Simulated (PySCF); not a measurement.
# How far are cheaper levels from CCSD(T)/CBS for N2?

PySCF; the state is a singlet (closed shell). The composite is CCSD(T) extrapolated to the basis-set limit from two correlation-consistent sets, with core-valence (CV) and scalar-relativistic (SR) terms as its label shows; it has no spin–orbit coupling and nothing beyond (T). Here it is CCSD(T)/CBS(TQ)+CV+SR. It gives Re = 1.097 Å, ωe = 2371 cm⁻¹ and De = 9.89 eV to N + N.

```json
{"level": "RHF", "basis": "3-21G", "relativity": "no relativity", "Re (Å)": "1.083", "ωe (cm⁻¹)": "2612", "De (eV)": "2.45"}
{"level": "RHF", "basis": "x2c-TZVPPall", "relativity": "spin-free X2C", "Re (Å)": "1.066", "ωe (cm⁻¹)": "2735", "De (eV)": "5.05"}
{"level": "RHF-MP2", "basis": "def2-SVP", "relativity": "no relativity", "Re (Å)": "1.122", "ωe (cm⁻¹)": "2236", "De (eV)": "9.55"}
{"level": "RHF-CCSD", "basis": "def2-SVP", "relativity": "no relativity", "Re (Å)": "1.106", "ωe (cm⁻¹)": "2462", "De (eV)": "8.75"}
{"level": "r²SCAN", "basis": "cc-pVDZ", "relativity": "no relativity", "Re (Å)": "1.107", "ωe (cm⁻¹)": "2433", "De (eV)": "9.26"}
{"level": "r²SCAN", "basis": "def2-TZVPPD", "relativity": "no relativity", "Re (Å)": "1.093", "ωe (cm⁻¹)": "2433", "De (eV)": "9.54"}
{"level": "B3LYP", "basis": "cc-pVDZ", "relativity": "no relativity", "Re (Å)": "1.104", "ωe (cm⁻¹)": "2454", "De (eV)": "9.66"}
{"level": "PBE0", "basis": "def2-TZVPPD", "relativity": "no relativity", "Re (Å)": "1.089", "ωe (cm⁻¹)": "2485", "De (eV)": "9.77"}
{"level": "ωB97X", "basis": "def2-SVP", "relativity": "no relativity", "Re (Å)": "1.097", "ωe (cm⁻¹)": "2550", "De (eV)": "9.73"}
{"level": "ωB97X", "basis": "x2c-TZVPPall", "relativity": "spin-free X2C", "Re (Å)": "1.088", "ωe (cm⁻¹)": "2506", "De (eV)": "9.83"}
```

Task: Give the difference of each row from the composite.

Result: 

```json
{"level": "RHF", "basis": "3-21G", "ΔRe (pm)": "-1.4", "Δωe (%)": "+10.2", "ΔDe (eV)": "-7.44"}
{"level": "RHF", "basis": "x2c-TZVPPall", "ΔRe (pm)": "-3.1", "Δωe (%)": "+15.4", "ΔDe (eV)": "-4.84"}
{"level": "RHF-MP2", "basis": "def2-SVP", "ΔRe (pm)": "+2.5", "Δωe (%)": "-5.7", "ΔDe (eV)": "-0.34"}
{"level": "RHF-CCSD", "basis": "def2-SVP", "ΔRe (pm)": "+0.9", "Δωe (%)": "+3.8", "ΔDe (eV)": "-1.14"}
{"level": "r²SCAN", "basis": "cc-pVDZ", "ΔRe (pm)": "+1.0", "Δωe (%)": "+2.6", "ΔDe (eV)": "-0.63"}
{"level": "r²SCAN", "basis": "def2-TZVPPD", "ΔRe (pm)": "-0.4", "Δωe (%)": "+2.6", "ΔDe (eV)": "-0.35"}
{"level": "B3LYP", "basis": "cc-pVDZ", "ΔRe (pm)": "+0.7", "Δωe (%)": "+3.5", "ΔDe (eV)": "-0.23"}
{"level": "PBE0", "basis": "def2-TZVPPD", "ΔRe (pm)": "-0.8", "Δωe (%)": "+4.8", "ΔDe (eV)": "-0.12"}
{"level": "ωB97X", "basis": "def2-SVP", "ΔRe (pm)": "+0.0", "Δωe (%)": "+7.5", "ΔDe (eV)": "-0.16"}
{"level": "ωB97X", "basis": "x2c-TZVPPall", "ΔRe (pm)": "-0.9", "Δωe (%)": "+5.7", "ΔDe (eV)": "-0.06"}
```

Task: Which rows come closest in De?

Result: ωB97X in x2c-TZVPPall (-0.06 eV), counted from the composite.

Measured (Huber and Herzberg, Constants of Diatomic Molecules (1979)): Re = 1.097685 Å, ωe = 2358.57 cm⁻¹; the composite is off by -0.7 mÅ and +12.5 cm⁻¹.

Correlated steps freeze 2 core orbitals. Correlated levels converge slowly with the basis: in double zeta they bind strong bonds too weakly, by up to about 1 eV, and carry superposition errors of some tenths. Where the molecule has an RHF reference, its open-shell atoms are computed with UHF. 3-21G is very small, so such numbers show the basis as much as the molecule.
